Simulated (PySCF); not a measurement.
**NaSi: from the state search to spectroscopic constants**

Aim: find the lowest electronic state of NaSi, scan its bond at several levels of theory, and get bond length, wavenumber and dissociation energy from each curve.

Computed with PySCF 2.14.0. Level: Na jorge-DZP-DKH, Si jorge-DZP-DKH, spin-free X2C with a Gaussian nucleus.

## Step 1: Set-up

The job is set up so:

| Property | Result |
| --- | --- |
| atoms | Na, Si |
| charge | 0 |
| basis | Na jorge-DZP-DKH, Si jorge-DZP-DKH |
| Hamiltonian | spin-free X2C with a Gaussian nucleus |
| basis functions | 48 |
| electrons treated | 25 |
| masses in u | 22.9898, 27.9769 |
| levels | PBE0, PBE, r²SCAN, r²SCAN0, PW91, B97-3, HSE06, HF, MP2, SCS-MP2, CCSD, CCSD(T) |
| grid | 80 radial by 434 angular points |
| occupations | held fixed by the projection of orbital angular momentum |
| dissociation limit | Na + Si, each in its ground configuration |
| starting distance in angstrom | 2.690 |
| values of 2S to try | 1, 3 |

The run is started by

```bash
$ OMP_NUM_THREADS=1 python dia.py task.json out
```

The runs that follow: PBE0 along the bond; Excited determinants; PBE (GGA); r²SCAN (meta-GGA); r²SCAN0 (hybrid meta-GGA); PW91 (GGA); B97-3 (global hybrid GGA); HSE06 (range-separated hybrid); UHF (mean field); Adding correlation.

Q: Predict the outcome of this session. Wanted: for each run, Re; ωe; De; μ.

The runs gave:

Lowest PBE0 solution found, without spin–orbit coupling: ⁴Σ⁻ (quartet), unpaired electrons σ ↑, π ↑↑. State 2 has its PBE0 minimum 0.46 eV higher, as a spin-mixed determinant (⟨S²⟩ = 1.77), so this is no gap between pure states. State 3 has its PBE0 minimum 0.49 eV higher, as a spin-mixed determinant (⟨S²⟩ = 1.76), so this is no gap between pure states. State 4 has its PBE0 minimum 0.52 eV higher. The other levels ran on the lowest alone.

| level | Re (Å) | ωe (cm⁻¹) | De (eV) | μ (D) |
| --- | --- | --- | --- | --- |
| UHF | 2.744 | 255.1 | 0.90 | -8.27 |
| UHF-MP2 | 2.721 | 262.9 | 1.30 | n/a |
| UHF-SCS-MP2 | 2.725 | 261.7 | 1.15 | n/a |
| UHF-CCSD | 2.723 | 260.8 | 1.25 | n/a |
| UHF-CCSD(T) | 2.723 | 260.7 | 1.28 | n/a |
| PBE | 2.724 | 244.6 | 1.44 | -6.52 |
| PW91 | 2.720 | 246.1 | 1.47 | -6.58 |
| r²SCAN | 2.717 | 254.3 | 1.55 | -7.36 |
| PBE0 | 2.708 | 254.1 | 1.41 | -7.16 |
| r²SCAN0 | 2.707 | 258.9 | 1.50 | -7.62 |
| B97-3 | 2.709 | 257.7 | 1.34 | -7.60 |
| HSE06 | 2.710 | 252.8 | 1.40 | -7.11 |

De is counted to Na + Si in their ground configurations. A positive dipole means Na(−)Si(+).

Differences from CCSD(T) in the same basis:

| level | Re (mÅ) | ωe (%) |
| --- | --- | --- |
| UHF | +21 | -2.2 |
| UHF-MP2 | -2 | +0.8 |
| UHF-SCS-MP2 | +2 | +0.4 |
| UHF-CCSD | 0 | 0.0 |
| PBE | +1 | -6.2 |
| PW91 | -3 | -5.6 |
| r²SCAN | -6 | -2.5 |
| PBE0 | -15 | -2.6 |
| r²SCAN0 | -16 | -0.7 |
| B97-3 | -14 | -1.2 |
| HSE06 | -13 | -3.0 |

**Reading.** Against CCSD(T) in the same basis, the bond length is nearest at UHF-CCSD (0 mÅ) and farthest at UHF (+21 mÅ); the wavenumber is nearest at UHF-CCSD (0.0 %) and farthest at PBE (-6.2 %). CCSD(T) in a basis this small is itself some way from its limit, more so than the functionals. Among the levels with a De in the table, it runs from 0.90 eV (UHF) to 1.55 eV (r²SCAN).

Correlated steps freeze 6 core orbitals.
